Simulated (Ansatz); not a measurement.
The cluster Si₂H₃⁻. The state is a quintet with charge -1. Geometry PBE0-D4/def2-TZVPD; atoms count from 1.

Cartesian coordinates in Å:
```
Si 0.0911 0.6701 -1.5096
Si -0.1659 -0.4541 0.8766
H 0.3617 1.3849 -2.8782
H 0.9107 -0.2698 1.9300
H -1.1976 -1.3311 1.5812
```

The highest occupied level of the charge -1 quintet lies above zero (up to 0.28 eV). It is a level of α spin, whose loss leaves a quartet; that state wasn't run at this geometry and level. The electron is either unbound and held by the finite basis, or the level is raised by self-interaction error. At PBE0-D4/def2-TZVPD a singlet of charge -1 lies 3.08 eV below the quintet, each at its own geometry. The structure comes from a short search, and lower isomers may exist.

Q: Estimate the Mulliken populations from the PBE0/def2-TZVPD orbitals of Ansatz.

A: 
```json
{"atom": "Si1", "charge (e)": "-0.51", "spin (α − β)": "2.21"}
{"atom": "Si2", "charge (e)": "-0.45", "spin (α − β)": "1.50"}
{"atom": "H3", "charge (e)": "-0.02", "spin (α − β)": "0.19"}
{"atom": "H4", "charge (e)": "-0.01", "spin (α − β)": "0.03"}
{"atom": "H5", "charge (e)": "-0.02", "spin (α − β)": "0.07"}
```
Mulliken values and Mayer orders depend strongly on the basis. With diffuse functions, as here, like atoms can get unlike values, and bond orders can come out too low or too high.

Q: Where does the spin sit?

A: Summed by element: Si 3.71, H 0.29, of 4 unpaired in all. Largest on single atoms: Si1 2.21, Si2 1.50, H3 0.19.

Q: And the Mayer bond orders between bonded heavy atoms (over 0.3)?

A: Si1–Si2 1.14 (2.65 Å).
